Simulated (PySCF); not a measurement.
# C4H6FN: NMR shifts, electronic excitations and K edges in gas and solvents, part 2 of 2

PySCF 2.14.0. Atoms count from 0. Earlier steps stand in the parts before.

## (6) Ultraviolet spectrum: wB97X-D/def2-SVPD in chloroform

Job settings and geometry (Å):

```
{"job": {"kind": "uv", "xc": "wB97X-D", "basis": "def2-SVPD", "solvent": "chloroform", "nstates": 6, "ntriplets": 0}, "charge": 0, "multiplicity": 1}
N      2.009098    -0.779669    -0.404712
C      0.874157    -0.336933    -0.083221
C     -0.410193    -1.060753     0.258350
C     -1.147645     0.246990    -0.072239
F     -2.090566     0.643905     0.829689
C      0.182863     1.017192    -0.024137
H      2.641383    -0.004826    -0.631338
H     -0.479072    -1.267624     1.339220
H     -0.650973    -1.973121    -0.304538
H     -1.603169     0.242274    -1.075899
H      0.304651     1.486679     0.966290
H      0.404075     1.755315    -0.809291
```

Method: TDDFT wB97X-D/def2-SVPD, vertical, IEF-PCM chloroform (non-equilibrium linear response), core orbitals frozen in the response.

Standard output:

```text
coarse grid: 10216 points
cycle   1  E = -310.1664306004  dE =  9.577e-01  |g| = 5.827e-01  |ddm| = 4.871e+00
cycle   2  E = -310.1542544724  dE =  1.218e-02  |g| = 6.933e-01  |ddm| = 2.237e+00
cycle   3  E = -310.2401190311  dE = -8.586e-02  |g| = 5.180e-02  |ddm| = 1.370e+00
cycle   4  E = -310.2407545546  dE = -6.355e-04  |g| = 2.698e-02  |ddm| = 1.494e-01
cycle   5  E = -310.2409389519  dE = -1.844e-04  |g| = 6.770e-03  |ddm| = 7.166e-02
cycle   6  E = -310.2409511454  dE = -1.219e-05  |g| = 3.096e-03  |ddm| = 2.983e-02
cycle   7  E = -310.2409534287  dE = -2.283e-06  |g| = 6.031e-04  |ddm| = 7.334e-03
final grid: 99664 points
cycle   8  E = -310.2848422460  dE = -8.430e-05  |g| = 7.482e-03  |ddm| = 1.757e-01
cycle   9  E = -310.2848417581  dE =  4.879e-07  |g| = 8.304e-03  |ddm| = 2.429e-02
cycle  10  E = -310.2848534394  dE = -1.168e-05  |g| = 5.283e-04  |ddm| = 1.646e-02
cycle  11  E = -310.2848535070  dE = -6.763e-08  |g| = 3.711e-04  |ddm| = 3.598e-03
cycle  12  E = -310.2848535423  dE = -3.525e-08  |g| = 9.462e-05  |ddm| = 1.990e-03
cycle  13  E = -310.2848535445  dE = -2.278e-09  |g| = 3.234e-05  |ddm| = 3.123e-04
cycle  14  E = -310.2848535450  dE = -4.608e-10  |g| = 6.069e-06  |ddm| = 3.477e-04
converged SCF energy = -310.2848535450

Static polarisability (au): isotropic 66.074, principal 53.339 65.276 79.607

Singlet excitations
state   eV       nm        f      main configurations
  1   5.4049    229.4   0.00340   H->L 0.97
  2   7.5945    163.3   0.21177   H-1->L 0.74
  3   7.7608    159.8   0.02788   H-2->L 0.80, H->L+1 0.10
  4   7.7879    159.2   0.07143   H->L+1 0.47, H->L+2 0.19, H-1->L 0.13
  5   8.2930    149.5   0.12699   H-3->L 0.74, H-4->L 0.10
  6   8.6472    143.4   0.01194   H->L+2 0.47, H->L+1 0.28, H->L+5 0.16
```

It took 16 s on 1 thread of Arm Neoverse V2, shared host; peak memory 0.84 GiB.

Key values: HOMO -9.58 eV, LUMO 1.43 eV; lowest singlet 5.40 eV.

## (7) Excited states and response: wB97X-D/def2-SVPD in tetrahydrofuran

The job, as its differences from that of step 6:

```diff
@@ -1,2 +1,2 @@
-{"job": {"kind": "uv", "xc": "wB97X-D", "basis": "def2-SVPD", "solvent": "chloroform", "nstates": 6, "ntriplets": 0}, "charge": 0, "multiplicity": 1}
+{"job": {"kind": "uv", "xc": "wB97X-D", "basis": "def2-SVPD", "solvent": "tetrahydrofuran", "nstates": 6, "ntriplets": 0}, "charge": 0, "multiplicity": 1}
 N      2.009098    -0.779669    -0.404712
```

Method: TDDFT wB97X-D/def2-SVPD, vertical, IEF-PCM tetrahydrofuran (non-equilibrium linear response), core orbitals frozen in the response.

Standard output:

```text
coarse grid: 10216 points
cycle   1  E = -310.1683477711  dE =  9.558e-01  |g| = 5.805e-01  |ddm| = 4.871e+00
cycle   2  E = -310.1572940492  dE =  1.105e-02  |g| = 6.868e-01  |ddm| = 2.222e+00
cycle   3  E = -310.2413825252  dE = -8.409e-02  |g| = 5.110e-02  |ddm| = 1.349e+00
cycle   4  E = -310.2420086769  dE = -6.262e-04  |g| = 2.647e-02  |ddm| = 1.514e-01
cycle   5  E = -310.2421883721  dE = -1.797e-04  |g| = 6.609e-03  |ddm| = 7.107e-02
cycle   6  E = -310.2422003415  dE = -1.197e-05  |g| = 3.039e-03  |ddm| = 3.228e-02
cycle   7  E = -310.2422025688  dE = -2.227e-06  |g| = 6.089e-04  |ddm| = 7.732e-03
final grid: 99664 points
cycle   8  E = -310.2860902194  dE = -8.428e-05  |g| = 7.542e-03  |ddm| = 1.758e-01
cycle   9  E = -310.2860897406  dE =  4.789e-07  |g| = 8.358e-03  |ddm| = 2.443e-02
cycle  10  E = -310.2861015840  dE = -1.184e-05  |g| = 5.267e-04  |ddm| = 1.677e-02
cycle  11  E = -310.2861016538  dE = -6.980e-08  |g| = 3.685e-04  |ddm| = 3.764e-03
cycle  12  E = -310.2861016890  dE = -3.521e-08  |g| = 9.334e-05  |ddm| = 2.063e-03
cycle  13  E = -310.2861016913  dE = -2.315e-09  |g| = 3.421e-05  |ddm| = 3.455e-04
cycle  14  E = -310.2861016919  dE = -5.100e-10  |g| = 6.209e-06  |ddm| = 3.812e-04
converged SCF energy = -310.2861016919

Static polarisability (au): isotropic 68.173, principal 55.284 67.334 81.901

Singlet excitations
state   eV       nm        f      main configurations
  1   5.4243    228.6   0.00336   H->L 0.97
  2   7.5974    163.2   0.20611   H-1->L 0.74
  3   7.7512    160.0   0.02790   H-2->L 0.90
  4   7.8236    158.5   0.06862   H->L+1 0.55, H->L+2 0.24, H-1->L 0.09
  5   8.3005    149.4   0.13086   H-3->L 0.73, H-4->L 0.10, H-1->L 0.08
  6   8.6900    142.7   0.01202   H->L+2 0.47, H->L+1 0.29, H->L+5 0.15
```

It took 16 s on 1 thread of Arm Neoverse V2, shared host; peak memory 0.84 GiB.

This run: HOMO -9.59 eV, LUMO 1.44 eV; lowest singlet 5.42 eV.

## (8) Core excitations: BHandHLYP/aug-pcX-1+pcseg-1

The job, as its differences from that of step 7:

```diff
@@ -1,2 +1,2 @@
-{"job": {"kind": "uv", "xc": "wB97X-D", "basis": "def2-SVPD", "solvent": "tetrahydrofuran", "nstates": 6, "ntriplets": 0}, "charge": 0, "multiplicity": 1}
+{"job": {"kind": "xas", "xc": "BHandHLYP", "basis": {"default": "aug-pcX-1", "H": "pcseg-1"}}, "charge": 0, "multiplicity": 1}
 N      2.009098    -0.779669    -0.404712
```

With the program's defaults for keys left out, this is: core-valence-separated TDA BHandHLYP/aug-pcX-1 H:pcseg-1, K edges, non-relativistic, gas phase.

Standard output:

```text
coarse grid: 10216 points
cycle   1  E = -310.2687780617  dE =  9.613e-01  |g| = 5.843e-01  |ddm| = 4.501e+00
cycle   2  E = -310.2535499020  dE =  1.523e-02  |g| = 7.124e-01  |ddm| = 1.180e+00
cycle   3  E = -310.3398881501  dE = -8.634e-02  |g| = 7.446e-02  |ddm| = 6.908e-01
cycle   4  E = -310.3408457424  dE = -9.576e-04  |g| = 4.606e-02  |ddm| = 1.315e-01
cycle   5  E = -310.3412833898  dE = -4.376e-04  |g| = 8.648e-03  |ddm| = 6.036e-02
cycle   6  E = -310.3412977864  dE = -1.440e-05  |g| = 3.496e-03  |ddm| = 1.168e-02
cycle   7  E = -310.3413003105  dE = -2.524e-06  |g| = 7.452e-04  |ddm| = 4.524e-03
final grid: 99664 points
cycle   8  E = -310.3776754297  dE = -7.323e-05  |g| = 3.651e-03  |ddm| = 4.447e-02
cycle   9  E = -310.3776754848  dE = -5.516e-08  |g| = 3.504e-03  |ddm| = 8.234e-03
cycle  10  E = -310.3776776592  dE = -2.174e-06  |g| = 4.872e-04  |ddm| = 3.830e-03
cycle  11  E = -310.3776776833  dE = -2.408e-08  |g| = 2.569e-04  |ddm| = 6.021e-04
cycle  12  E = -310.3776776952  dE = -1.198e-08  |g| = 4.858e-05  |ddm| = 2.528e-04
cycle  13  E = -310.3776776957  dE = -4.794e-10  |g| = 1.229e-05  |ddm| = 7.072e-05
converged SCF energy = -310.3776776957

C K edge
   eV          f      from atoms
  283.207   0.07006   C1
  285.090   0.00360   C2
  285.233   0.00489   C5
  285.996   0.01471   C5
  286.072   0.01453   C2
  286.580   0.01644   C5
  286.705   0.01288   C2
  286.881   0.02786   C2
  286.923   0.02436   C5
  287.131   0.04090   C3
  287.201   0.00253   C2
  287.501   0.00299   C5
  287.691   0.00475   C2
  287.781   0.00331   C1
  287.974   0.01381   C2
  287.996   0.00250   C5
  288.127   0.00763   C2
  288.154   0.02232   C5
  288.236   0.02109   C3
  288.261   0.00564   C1

N K edge
   eV          f      from atoms
  396.253   0.05615   N0
  399.617   0.01960   N0
  401.295   0.00648   N0
  401.425   0.00299   N0
  401.639   0.00245   N0
  402.125   0.00272   N0
  402.295   0.00044   N0
  402.478   0.00193   N0

F K edge
   eV          f      from atoms
  685.528   0.02538   F4
  686.525   0.00339   F4
  687.196   0.00242   F4
  687.295   0.00350   F4
  687.487   0.00298   F4
  688.149   0.00517   F4
  688.412   0.00182   F4
  688.575   0.00916   F4
```

It took 15 s on 1 thread of Arm Neoverse V2, shared host; peak memory 0.83 GiB.

## (9) Side by side: NMR shifts

Shifts (ppm) of some atoms, chosen among heavy atoms and hydrogens apart, with basis size and wall time:

| run | C1 | C3 | C5 | H9 | H11 | N0 | F4 | functions | time |
| --- | --- | --- | --- | --- | --- | --- | --- | --- | --- |
| PBE0/pcSseg-1 in chloroform | 182.1 | 80.2 | 51.0 | 4.99 | 2.96 | 327.3 | -196.9 | 132 | 9.7 s |
| PBE0/pcSseg-1 in tetrahydrofuran | 182.9 | 80.4 | 51.1 | 5.01 | 3.00 | 325.2 | -197.4 | 132 | 8.4 s |

The continuum's effect on the ground state:

| solvent | ε | polarisation energy (Eh) | μ (D) |
| --- | --- | --- | --- |
| chloroform | 4.71 | -0.0086 | 1.91 |
| tetrahydrofuran | 7.43 | -0.0101 | 1.97 |

## (10) Comparing the runs: electronic excitations

Excitations and ground-state properties, with basis size and wall time:

| run | lowest singlet (eV) | brightest (eV) | f | gap (eV) | α (Å³) | μ (D) | functions | time |
| --- | --- | --- | --- | --- | --- | --- | --- | --- |
| wB97X-D/def2-SVPD | 5.30 | 7.74 | 0.148 | 10.88 | 8.01 | 1.56 | 171 | 19 s |
| wB97X-D/def2-SVPD in chloroform | 5.40 | 7.59 | 0.212 | 11.01 | 9.79 | 1.97 | 171 | 16 s |
| wB97X-D/def2-SVPD in tetrahydrofuran | 5.42 | 7.60 | 0.206 | 11.03 | 10.10 | 2.05 | 171 | 16 s |

The continuum's effect on the ground state:

| solvent | ε | polarisation energy (Eh) | μ (D) |
| --- | --- | --- | --- |
| chloroform | 4.71 | -0.0092 | 1.97 |
| tetrahydrofuran | 7.43 | -0.0108 | 2.05 |

## (11) Results

The summary covers parts 1 to 2.

| quantity | value |
| --- | --- |
| point group | C1 |
| rotational constants (main isotopes) | 10.19, 2.42, 2.09 GHz |
| 13C shifts against TMS (PBE0/pcSseg-1, chloroform) | 182.1, 80.2, 51.0, 49.1 ppm |
| 1H shifts against TMS (PBE0/pcSseg-1, chloroform) | 9.58, 4.99, 3.23, 3.16, 3.06, 2.96 ppm |
| 15N shifts against NH3 (PBE0/pcSseg-1, chloroform) | 327.3 ppm |
| 19F shifts against CFCl3 (PBE0/pcSseg-1, chloroform) | -196.9 ppm |
| lowest singlet (wB97X-D/def2-SVPD) | 5.30 eV (234 nm), f = 0.003 |
| brightest single state of those computed | state 3, 7.74 eV, f = 0.148 |
| C K edge | first line 283.21 eV, strongest 283.21 eV (f = 0.070) |
| N K edge | first line 396.25 eV, strongest 396.25 eV (f = 0.056) |
| F K edge | first line 685.53 eV, strongest 685.53 eV (f = 0.025) |
| range of the shift of N0 | 325.2 to 327.3 ppm |
| range of the lowest singlet | 5.30 to 5.42 eV |

In words: Over 10 steps the energy fell by 0.142 eV; of the close pairs, C2–H8 changed most, 1.061 to 1.099 Å. At PBE0/pcSseg-1: The widest tensor belongs to N0: span 572 ppm, with a paramagnetic part of -384 ppm. The first singlet state (HOMO→LUMO 0.96) lies at 5.30 eV and is weak; of the 6 states computed, the strongest absorption comes from state 3 at 7.74 eV. At the N edge the strongest single line lifts a 1s electron of N0 into several orbitals, led by LUMO (weight 0.52), and it is the first line. Absolute edge energies from this method are off by several eV; spacings are better. The continuum holds electrostatics alone: no hydrogen bonds to the solvent, and the gas-phase geometry is kept. The lowest singlet runs from 5.30 eV (wB97X-D/def2-SVPD) to 5.42 eV (wB97X-D/def2-SVPD in tetrahydrofuran), while the orbital gap spans 10.88 to 11.03 eV. The lowest state need not be the same one in every run.
